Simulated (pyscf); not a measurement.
Single points on ωB97X-D3(BJ)/def2-SVP structures (PySCF, gas phase).

For the elementary gas-phase step `[AsH2][InH]` [doublet] + `[H][H]` -> `[AsH][InH2]` [doublet] + `[H][H]` (doublet surface; As–H, H–H broken, H–H, H–In formed), what barrier and reaction energy does ωB97M-D3(BJ)/def2-TZVP give, measured from the separated reactants?

ΔE‡ = 44.6 kcal/mol, ΔE = +5.8 kcal/mol. Zero-point energy shifts the barrier by -0.6 kcal/mol. It is a concerted two-bond exchange, with an imaginary mode of 2290i cm⁻¹. This is the saddle that the search found; another between the same sides may lie lower. Elements up to Kr have no core potential and no relativistic terms here. Elements past Kr carry the def2 core potentials, without spin-orbit coupling.
